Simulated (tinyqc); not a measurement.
Worked calculation: RHF in the sto-3g basis, for NH3, spin multiplicity 1. One step of it, computed by the program tinyqc.

Question. Iteration 1: diagonalisation and new density. Diagonalise F' = X^T F X, C = X C', fill 5 alpha and 5 beta electrons from the bottom; D = 2 C_occ C_occ^T. Each column has its largest component positive (the first on a tie).

Fock matrix F (hartree):
```
             1N 1s      1N 2s     1N 2px     1N 2py     1N 2pz      2H 1s      3H 1s      4H 1s
1N 1s   -15.352637  -3.910687   0.000001   0.000000   0.007544  -0.612898  -0.612668  -0.612668
1N 2s    -3.910687  -2.013876   0.000017   0.000000   0.086653  -0.698109  -0.697945  -0.697945
1N 2px    0.000001   0.000017  -0.198777   0.000000  -0.000004  -0.306091   0.153156   0.153156
1N 2py    0.000000   0.000000   0.000000  -0.198655   0.000000   0.000000  -0.264973   0.264973
1N 2pz    0.007544   0.086653  -0.000004   0.000000  -0.138522   0.156752   0.156716   0.156716
2H 1s    -0.612898  -0.698109  -0.306091   0.000000   0.156752  -0.339454  -0.231435  -0.231435
3H 1s    -0.612668  -0.697945   0.153156  -0.264973   0.156716  -0.231435  -0.339339  -0.231539
4H 1s    -0.612668  -0.697945   0.153156   0.264973   0.156716  -0.231435  -0.231539  -0.339339
```

X:
```
            1N 1s      1N 2s     1N 2px     1N 2py     1N 2pz      2H 1s      3H 1s      4H 1s
1N 1s    1.024130  -0.142297   0.000002   0.000000   0.007748   0.019130   0.019125   0.019125
1N 2s   -0.142297   1.213271  -0.000009   0.000000  -0.072619  -0.215386  -0.215300  -0.215300
1N 2px   0.000002  -0.000009   1.080435   0.000000   0.000002  -0.209275   0.104679   0.104679
1N 2py   0.000000   0.000000   0.000000   1.080339   0.000000   0.000000  -0.181153   0.181153
1N 2pz   0.007748  -0.072619   0.000002   0.000000   1.027515   0.081917   0.081877   0.081877
2H 1s    0.019130  -0.215386  -0.209275   0.000000   0.081917   1.130482  -0.033333  -0.033333
3H 1s    0.019125  -0.215300   0.104679  -0.181153   0.081877  -0.033333   1.130418  -0.033367
4H 1s    0.019125  -0.215300   0.104679   0.181153   0.081877  -0.033333  -0.033367   1.130418
```

Give: F' = X^T F X; orbital energies; coefficients C; D after iteration 1.

Answer.

F' = X^T F X (hartree):
```
          1        2        3        4        5        6        7        8
1  -15.0649  -2.0460   0.0000   0.0000   0.0253  -0.0583  -0.0582  -0.0582
2   -2.0460  -1.0563   0.0000   0.0000  -0.0458  -0.3663  -0.3662  -0.3662
3    0.0000   0.0000  -0.0314   0.0000   0.0000  -0.3338   0.1670   0.1670
4    0.0000   0.0000   0.0000  -0.0315   0.0000   0.0000  -0.2889   0.2889
5    0.0253  -0.0458   0.0000   0.0000  -0.0806   0.1345   0.1345   0.1345
6   -0.0583  -0.3663  -0.3338   0.0000   0.1345  -0.0083  -0.0727  -0.0727
7   -0.0582  -0.3662   0.1670  -0.2889   0.1345  -0.0727  -0.0083  -0.0727
8   -0.0582  -0.3662   0.1670   0.2889   0.1345  -0.0727  -0.0727  -0.0083
```

orbital energies (hartree): MO1 -15.3600, MO2 -1.1495, MO3 -0.3952, MO4 -0.3950, MO5 -0.1926, MO6 0.3465, MO7 0.4279, MO8 0.4281

coefficients C:
```
            MO1      MO2      MO3      MO4      MO5      MO6      MO7      MO8
1N 1s    0.9938  -0.2305   0.0000   0.0000  -0.0881  -0.1471   0.0000   0.0000
1N 2s    0.0270   0.8330   0.0001   0.0000   0.4483   0.8609   0.0000   0.0002
1N 2px   0.0000   0.0000   0.6368   0.0000  -0.0001  -0.0003   0.0000   0.9097
1N 2py   0.0000   0.0000   0.0000   0.6369   0.0000   0.0000   0.9094   0.0000
1N 2pz  -0.0023  -0.0656   0.0000   0.0000   0.8313  -0.6211   0.0000  -0.0002
2H 1s   -0.0041   0.1408   0.4752   0.0000  -0.2151  -0.6038   0.0000  -0.8492
3H 1s   -0.0041   0.1408  -0.2377   0.4116  -0.2150  -0.6038  -0.7353   0.4244
4H 1s   -0.0041   0.1408  -0.2377  -0.4116  -0.2150  -0.6038   0.7353   0.4244
```

D after iteration 1:
```
          1N 1s    1N 2s   1N 2px   1N 2py   1N 2pz    2H 1s    3H 1s    4H 1s
1N 1s    2.0972  -0.4094   0.0000   0.0000  -0.1209  -0.0352  -0.0352  -0.0352
1N 2s   -0.4094   1.7912   0.0001   0.0000   0.6359   0.0416   0.0415   0.0415
1N 2px   0.0000   0.0001   0.8111   0.0000  -0.0001   0.6052  -0.3027  -0.3027
1N 2py   0.0000   0.0000   0.0000   0.8114   0.0000   0.0000   0.5243  -0.5243
1N 2pz  -0.1209   0.6359  -0.0001   0.0000   1.3909  -0.3761  -0.3759  -0.3759
2H 1s   -0.0352   0.0416   0.6052   0.0000  -0.3761   0.5838  -0.0937  -0.0937
3H 1s   -0.0352   0.0415  -0.3027   0.5243  -0.3759  -0.0937   0.5839  -0.0937
4H 1s   -0.0352   0.0415  -0.3027  -0.5243  -0.3759  -0.0937  -0.0937   0.5839
```
